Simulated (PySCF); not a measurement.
# NMR parameters of [BH4]-

[BH4]-, point group Td.

Bonds (- single, = double, # triple, : aromatic): none between heavy atoms. B1 carries H2, H3, H4, H5. Formal charges: B1 -1.

Total charge -1.

GIAO calculations in PySCF 2.14 on the PBE0-D3(BJ)/def2-SVP structure: isolated species, non-relativistic, equivalent atoms averaged; basis pcSseg-1.

(1) Give the isotropic shieldings (ppm) with PBE0, wB97X-D.

(2) And the chemical shifts, against references computed in the same way?

(3) Which part of the shielding of B1 depends on the functional?

(4) What couplings does B3LYP/pcJ-1 give?

Results:

(1) 
```csv
atoms,environment,PBE0,wB97X-D
B1,boron bonded to 4 H,151.7,151.8
H2/H3/H4/H5,hydrogen on a boron,31.54,31.58
HOMO–LUMO gap (eV),–,10.04,13.68
```

(2) 
| atoms | nucleus, reference | PBE0 | wB97X-D |
| --- | --- | --- | --- |
| B1 | ¹¹B, BF3·OEt2 | -51.0 | -50.2 |
| H2/H3/H4/H5 | ¹H, TMS | -0.27 | -0.20 |

(3) Diamagnetic: PBE0 188, wB97X-D 187 ppm; paramagnetic: PBE0 -36, wB97X-D -35 ppm.

(4) ¹J(B1,H2) = 90.7, ²J(H2,H3) = -10.5 Hz (averaged over equivalent pairs; isotopes ¹¹B, ¹H).
